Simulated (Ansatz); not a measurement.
# CH₂B− (SMILES B=[CH-]): one structure at several levels

An exercise on one series of results from a longer session: the logs are not shown, and one member is left open.

The runs use Ansatz 0.2.0, Gaussian basis; single points in def2-TZVPPD.

Cores are frozen in the correlated methods.

### The system as given

SMILES `B=[CH-]`, 4 atoms, charge -1, spin multiplicity 1.

Atoms are counted from 1 here; the program's logs count them from 0.

Bond lengths: B1–C2 1.351 Å, B1–H3 1.201 Å, C2–H4 1.043 Å. Angles: C2–B1–H3 178.3°, B1–C2–H4 175.6°.

As a file:

```xyz
4
CH2B
B     0.0885   -0.5348    0.3257
C    -0.0965    0.6616   -0.2729
H     0.2172   -1.6051    0.8543
H    -0.1862    1.5621   -0.7911
```

Set-up of the first run:

File run/in.yaml:

```yaml
crystal:
  periodic: [false, false, false]
  atoms:
    - {symbol: B, position_ang: [0.088500, -0.534800, 0.325700]}
    - {symbol: C, position_ang: [-0.096500, 0.661600, -0.272900]}
    - {symbol: H, position_ang: [0.217200, -1.605100, 0.854300]}
    - {symbol: H, position_ang: [-0.186200, 1.562100, -0.791100]}
basis:
  gaussian: {orbitals: "def2-TZVPPD.json"}
total_charge: -1
correlation: {method: ccsd_t}
output: {forces: true}
```

The basis file named in the input lies beside it (Basis Set Exchange, JSON).

The command line of these runs was not kept.

Among the steps run: CCSD(T)/def2-TZVPPD; PBE0-D4/def2-TZVPPD; wB97M-V/def2-TZVPPD; r2SCAN-D4/def2-TZVPPD; PBE-D4/def2-TZVPPD; BHLYP-D4/def2-TZVPPD; BLYP-D4/def2-TZVPPD.

One of the session's tables, all rows but one given; the rest of the session is left out.

```
   method  RMS force component (eV/Å)  angle to CCSD(T) forces (°)
  CCSD(T)                       0.713                    reference
  PBE0-D4                       0.979                         14.8
  wB97M-V                       1.037                         17.1
r2SCAN-D4                       0.911                         12.6
   PBE-D4                       0.851                          5.9
 BHLYP-D4                       1.114                         24.0
  BLYP-D4                           ?                            ?
```

**Question.** Estimate the row for BLYP-D4.

**Answer.** RMS force component (eV/Å): 0.829; angle to CCSD(T) forces (°): 6.0. In the column «RMS force component (eV/Å)» it lies between CCSD(T) (0.713) and PBE-D4 (0.851).

To keep in mind: The anion's highest level is positive in at least one run, so there the basis alone may hold the extra electron.
